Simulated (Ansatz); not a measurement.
## Ansatz (development build ahead of 0.2.0) run

```yaml
crystal:
  periodic: [false, false, false]
  atoms:
    - { symbol: Si, position_ang: [0.0, 0.0, 0.0] }
    - { symbol: Al, position_ang: [0.0, 3.556, 2.7286] }
    - { symbol: P, position_ang: [0.0, -3.3414, 2.564] }
basis:
  gaussian: { orbitals: pcseg-2 }
magnetization:
  spin_polarized: true
  initial_magnetization: 2
hamiltonian:
  xc: r2scan
```

The input is written out in the form of the current development build from the run's settings.

The run gave:

| Property | Result |
| --- | --- |
| Converged | yes |
| Total energy | -872.94079 hartree |
| Spin squared of the determinant | 3.837 |
| Stability test | minimum |

Caution: charge can spread falsely over distant fragments; the unrestricted determinant is a mixture of spin states; other spin multiplicities may lie lower.
